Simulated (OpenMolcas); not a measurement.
# NH2 (SMILES [NH2]), step by step

We compute a series of 9 runs (ROHF/pcseg-0, CASSCF(7,6)/pcseg-0, CASPT2(7,6)/pcseg-0, CASPT2[IPEA 0](7,6)/pcseg-0, SC-NEVPT2(7,6)/pcseg-0, PC-NEVPT2(7,6)/pcseg-0, MC-PDFT[tPBE](7,6)/pcseg-0, MRCI(7,6)/pcseg-0, and more) of NH2. 

Program for the calculation: OpenMolcas 26.06.

**1. Starting point**

NH2 has 3 atoms, charge 0, and is taken as a doublet. SMILES: `[NH2]`. The N1–H2 distance was set to 1.775 Å, away from the relaxed value. At this shape a bond of the SMILES string is far longer than usual.

Bond lengths: N1–H3 1.014 Å. A long bond or contact: N1–H2 1.775 Å.

**2. The energy at ROHF/pcseg-0 (run 1)**

Contents of step1.inp:

```
>>> EXPORT MOLCAS_PRINT=2

&GATEWAY
  BasLib
  $CurrDir
  Coord
  3
  angstrom
  N        0.420874      -0.934023       0.133928
  H        0.155580       0.820260       0.174790
  H       -0.349066      -1.389853      -0.343732
  Basis
  pcseg-0
  Group
  NoSym

&SEWARD

&SCF
  UHF
  Spin
  2
  PrOrbitals
  1 1

&RASSCF
  FileOrb
  $Project.UnaOrb
  Spin
  2
  Nactel
  1 0 0
  Inactive
  4
  Ras2
  1
  OutOrbitals
  Canonical
  OrbListing
  Nothing
```

The basis set pcseg-0 is read from a file made from the Basis Set Exchange's data (not shown).

Started as:

```console
$ export MOLCAS_MEM=1860
$ pymolcas step1.inp > step1.log
```

Output:

```text
--- Start Module: gateway ---
[...]
--- Stop Module: gateway /rc=_RC_ALL_IS_WELL_ ---
[...]
      Basis functions           13
[...]
--- Start Module: scf ---
[...]
       Convergence after  20 Iterations
[...]
::    Total SCF energy                                -55.2585136269
[...]
      Total spin, S                                     0.5113478188
[...]
--- Stop Module: scf /rc=_RC_ALL_IS_WELL_ ---
--- Start Module: rasscf ---
[...]
      Number of active orbitals                  1
[...]
      Spin quantum number                      0.5
[...]
      Active orbitals                            1
[...]
      Number of CSFs                             1
[...]
      Number of root(s) required                 1
[...]
      Convergence after  6 iterations
[...]
      printout of CI-coefficients larger than  0.05 for root  1
      energy=     -55.258122
      conf/sym  1     Coeff  Weight
             1  u   1.00000 1.00000
      Natural orbitals and occupation numbers for root  1
      sym 1:   1.000000
      ************************************************************************************************************************
      *                                                    Final results                                                     *
[...]
::    RASSCF root number  1 Total energy:    -55.25812168
[...]
      Total electronic charge=    9.000000
      Total            charge=   -0.000000
[...]
      Dipole Moment (debye):
      Origin of the operator (angstrom)=    0.3557   -0.8523    0.1064
                   X= -1.7076E+00               Y=  6.6526E-02               Z= -9.4357E-01           Total=  1.9521E+00
      Quadrupole Moment (debye*angstrom):
[...]
--- Stop Module: rasscf /rc=_RC_ALL_IS_WELL_ ---
[...]
```

Run time: 2.7 s. Hardware: 1 thread of Intel Xeon 6975P-C (Granite Rapids), shared host; peak memory 0.37 GiB.

**3. A single-point energy at CASSCF(7,6)/pcseg-0 (run 2)**

Contents of step2.inp:

```
* H2N CASSCF

&GATEWAY
 BasLib = $CurrDir
 Coord
 3
 angstrom
 N        0.420874      -0.934023       0.133928
 H        0.155580       0.820260       0.174790
 H       -0.349066      -1.389853      -0.343732
 Basis = pcseg-0
 Group = NoSym

&SEWARD

&RASSCF
 FileOrb = $CurrDir/step1.RasOrb
 Spin = 2
 Nactel = 7 0 0
 Inactive = 1
 Ras2 = 6
 OrbListing = Nothing
 OrbAppear = Compact
```

The basis set pcseg-0 is read from a file made from the Basis Set Exchange's data (not shown).

Started as:

```console
$ export MOLCAS_MEM=1860
$ pymolcas step2.inp > step2.log
```

Output:

```text
--- Start Module: gateway ---
[...]
--- Stop Module: gateway /rc=_RC_ALL_IS_WELL_ ---
--- Start Module: seward ---
[...]
      Basis functions           13
--- Stop Module: seward /rc=_RC_ALL_IS_WELL_ ---
--- Start Module: rasscf ---
[...]
      Number of active orbitals                  6
[...]
      Spin quantum number                      0.5
[...]
      Active orbitals                            6
[...]
      Number of CSFs                           210
[...]
      Number of root(s) required                 1
[...]
      Convergence after 11 iterations
[...]
      printout of CI-coefficients larger than  0.05 for root  1
      energy=     -55.355529
      conf/sym  111111     Coeff  Weight
             1  222u00   0.91686 0.84063
             5  22udu0   0.16720 0.02796
             6  22uud0   0.09596 0.00921
            32  220u20   0.32559 0.10601
            61  202u02   0.09176 0.00842
      Natural orbitals and occupation numbers for root  1
      sym 1:   1.996829   1.975687   1.744447   1.000000   0.257139   0.025898
      ************************************************************************************************************************
      *                                                    Final results                                                     *
[...]
::    RASSCF root number  1 Total energy:    -55.35552881
[...]
      Total electronic charge=    9.000000
      Total            charge=   -0.000000
[...]
      Dipole Moment (debye):
      Origin of the operator (angstrom)=    0.3557   -0.8523    0.1064
                   X= -1.5595E+00               Y= -2.9260E-01               Z= -8.9970E-01           Total=  1.8240E+00
      Quadrupole Moment (debye*angstrom):
[...]
--- Stop Module: rasscf /rc=_RC_ALL_IS_WELL_ ---
[...]
```

It took 2.1 s on 1 thread of Intel Xeon 6975P-C (Granite Rapids), shared host; peak memory 0.37 GiB.

Runs 3 to 8 aren't shown in full; the table further down has their settings and results.

**4. The energy at MRACPF(7,6)/pcseg-0 (run 9)**

Contents of step9.input:

```
* H2N MR-ACPF
&GATEWAY
BasLib=$CurrDir
Coord
3
angstrom
N        0.420874      -0.934023       0.133928
H        0.155580       0.820260       0.174790
H       -0.349066      -1.389853      -0.343732
Basis=pcseg-0
Group=NoSym
&SEWARD
&RASSCF
FileOrb=$CurrDir/step2.RasOrb
Spin=2
Nactel=7 0 0
Inactive=1
Ras2=6
OrbListing=Nothing
OrbAppear=Compact
&MOTRA
LumOrb
Frozen=1
&GUGA
Electrons=7
Spin=2
Inactive=0
Active=6
CIAll=1
&MRCI
ACPF
```

The basis set pcseg-0 is read from a file made from the Basis Set Exchange's data (not shown).

Started as:

```console
$ export MOLCAS_MEM=1860
$ pymolcas step9.input > step9.log
```

Output:

```text
--- Start Module: gateway ---
[...]
      Basis functions           13
[...]
      Number of active orbitals                  6
[...]
      Spin quantum number                      0.5
[...]
      Active orbitals                            6
[...]
      Number of CSFs                           210
[...]
      Number of root(s) required                 1
[...]
      Convergence after  4 iterations
[...]
      printout of CI-coefficients larger than  0.05 for root  1
      energy=     -55.355529
      conf/sym  111111     Coeff  Weight
             1  222u00  -0.91686 0.84063
             5  22udu0  -0.16720 0.02795
             6  22uud0  -0.09596 0.00921
            32  220u20  -0.32559 0.10601
            61  202u02  -0.09176 0.00842
      Natural orbitals and occupation numbers for root  1
      sym 1:   1.996830   1.975687   1.744451   1.000000   0.257134   0.025898
      ************************************************************************************************************************
      *                                                    Final results                                                     *
[...]
::    RASSCF root number  1 Total energy:    -55.35552881
[...]
      Dipole Moment (debye):
      Origin of the operator (angstrom)=    0.3557   -0.8523    0.1064
                   X= -1.5595E+00               Y= -2.9256E-01               Z= -8.9970E-01           Total=  1.8240E+00
      Quadrupole Moment (debye*angstrom):
[...]
       USE THE DEFAULT ACPF G-VALUE GFAC=  0.28571428571428570
[...]
    MR ACPF CALCULATION.
[...]
            REFERENCE CI ENERGY:   -55.35552881
[...]
        ACPF CORRELATION ENERGY:    -0.05007089
                    ACPF ENERGY:   -55.40559969
[...]
      Total electronic charge=    9.000000
      Total            charge=   -0.000000
[...]
  ACPF State   1     Total energy:    -55.40559969
[...]
```

It took 2.2 s on 1 thread of Intel Xeon 6975P-C (Granite Rapids), shared host; peak memory 0.37 GiB.

**5. All runs side by side**

| run | level | active rule | inactive | energy (Eh) | dipole moment (D) of the reference | wall time |
| --- | --- | --- | --- | --- | --- | --- |
| 1 | ROHF/pcseg-0 | – | – | -55.258122 | 1.95 | 2.7 s |
| 2 | CASSCF(7,6)/pcseg-0 | full valence | 1 | -55.355529 | 1.82 | 2.1 s |
| 3 | CASPT2(7,6)/pcseg-0 | full valence | 1 | -55.399324 | 1.82 | 1.9 s |
| 4 | CASPT2[IPEA 0](7,6)/pcseg-0 | full valence | 1 | -55.400476 | 1.82 | 1.8 s |
| 5 | SC-NEVPT2(7,6)/pcseg-0 | full valence | 1 | -55.395388 | 1.82 | 1.9 s |
| 6 | PC-NEVPT2(7,6)/pcseg-0 | full valence | 1 | -55.396385 | 1.82 | 1.6 s |
| 7 | MC-PDFT[tPBE](7,6)/pcseg-0 | full valence | 1 | -55.536844 | 1.82 | 1.6 s |
| 8 | MRCI(7,6)/pcseg-0 | full valence | 1 | -55.404949 | 1.82 | 2.3 s |
| 9 | MRACPF(7,6)/pcseg-0 | full valence | 1 | -55.405600 | 1.82 | 2.2 s |

**6. What came out**

| quantity | value |
| --- | --- |
| run 9, MRACPF(7,6)/pcseg-0: total energy | -55.40560 Eh |
| run 9, MRACPF(7,6)/pcseg-0: dipole moment (CASSCF density) | 1.82 D |

What this shows: Below the ROHF energy at the same shape and in the same basis (pcseg-0): CASSCF(7,6) -97.4 mEh; CASPT2(7,6) -141.2 mEh; CASPT2[IPEA 0](7,6) -142.4 mEh; SC-NEVPT2(7,6) -137.3 mEh; PC-NEVPT2(7,6) -138.3 mEh; MRCI(7,6) -146.8 mEh. Active-space methods hold only the correlation inside their space unless a perturbation or CI step follows. All runs together took 18 s, the longest 2.7 s.
